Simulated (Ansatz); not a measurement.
# BCGe⁺, triplet: reading a ladder of total energies

Geometry: that of the BCGe, quartet, kept fixed.

```
atom   x (Å)   y (Å)    z (Å)
   B  0.0000  0.0000   1.5643
   C  0.0000  0.0000   0.1671
  Ge  0.0000  0.0000  -1.7314
```

Basis cc-pVDZ; Ansatz 0.2.0. Only valence electrons are correlated (noble-gas cores and the filled d shells of p-block atoms frozen), which leaves 10 electrons in 39 orbitals. Prefix R: restricted or restricted open-shell reference; prefix U: unrestricted. No spin–orbit coupling is included, and no scalar relativity.

Full CI isn't at hand for all of this; UCCSDT(Q) serves as the reference, and is uncertain by the last step of the cluster series or more.

UCCSD has a T1 diagnostic of 0.028 and a largest doubles amplitude of 0.06.

Runs differ by some tens of microhartree through their thresholds and, for an open shell, their frozen cores, so steps under 0.03 kcal/mol mean nothing.

| level | total energy (hartree) |
| --- | --- |
| UHF | -2137.463520 |
| UMP2 | -2137.655816 |
| UCCSD | -2137.686296 |
| UCCSD(T) | -2137.697390 |
| UCCSDT | -2137.699470 |
| UCCSDT(Q) | -2137.700564 |

Problem. What is the correlation energy at UCCSDT(Q), and what share of it do UMP2 and UCCSD recover?

Solution. E(corr) = -2137.700564 − (-2137.463520) = -0.237044 hartree = -6.450 eV. UMP2: -0.192296 / -0.237044 = 81.12 %. UCCSD: -0.222776 / -0.237044 = 93.98 %.

Problem. By how many kcal/mol does UCCSD(T) miss UCCSDT(Q) (1 hartree = 627.509 kcal/mol), and which steps make up the rest?

Solution. -2137.697390 − (-2137.700564) = 0.003174 hartree = 1.99 kcal/mol. Steps: UCCSDT − UCCSD(T) = -1.31, UCCSDT(Q) − UCCSDT = -0.69 kcal/mol. Differences between like states or geometries often cancel part of this.
